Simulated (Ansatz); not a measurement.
```yaml
atoms:
  - { symbol: C, position_ang: [0.0386, -0.0408, -0.6777] }
  - { symbol: O, position_ang: [0.0213, -0.0474, 0.6748] }
  - { symbol: H, position_ang: [-0.0372, 0.8578, 0.9965] }
  - { symbol: H, position_ang: [0.0411, -1.0351, -1.1250] }
  - { symbol: H, position_ang: [-0.4131, 0.8019, -1.2142] }
```

UHF on doublet CH₃O was run in several spherical basis sets with Ansatz (development build ahead of 0.2.0).

Rank the basis sets by the total energy that they give, lowest first, with the distance from the lowest.
A. def2-TZVP
B. 6-31G(d)
C. cc-pVDZ
D. cc-pVTZ

A (0.00 eV), D (0.09 eV), C (1.14 eV), B (1.61 eV).

Totals follow the description of the cores as much as that of the bonds, so this order isn't one of quality for chemistry.
